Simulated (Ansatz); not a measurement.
Molecule: methylidyne radical, CH (charge 0, doublet). SMILES: [CH]
Geometry: optimised at B3LYP-D3(BJ)/def2-TZVP (Ansatz, an electronic-structure program).

Wanted: vertical ionisation energy (to the singlet state of charge +1; each state is the SCF solution reached for its spin; the UHF <S^2> is 1.10 for the doublet (pure: 0.75); for the singlet the Hartree-Fock reference is unstable and T1 is 0.011; for the doublet T1 is 0.109), in eV. Correlated levels leave the core frozen unless marked. Open shells are spin-unrestricted. Spin-orbit coupling is left out. No relativistic terms. Basis-set limits of correlation are two-point, X^-3; Hartree-Fock from the larger set.

CCSD(T)/CBS(aug-cc-pVTZ,aug-cc-pVQZ) (Ansatz) gives 10.60 eV.

Another calculation gave 11.03 eV. Which level was it?
A. wB97X-V/def2-TZVPD (Ansatz)
B. r2SCAN/def2-TZVPD (Ansatz)
C. PBE/def2-TZVPD (Ansatz)
D. wB97M-V/def2-TZVPD (Ansatz)

C, PBE/def2-TZVPD (Ansatz). The others give 10.67 (wB97M-V), 10.79 (wB97X-V), 11.24 (r2SCAN) eV.
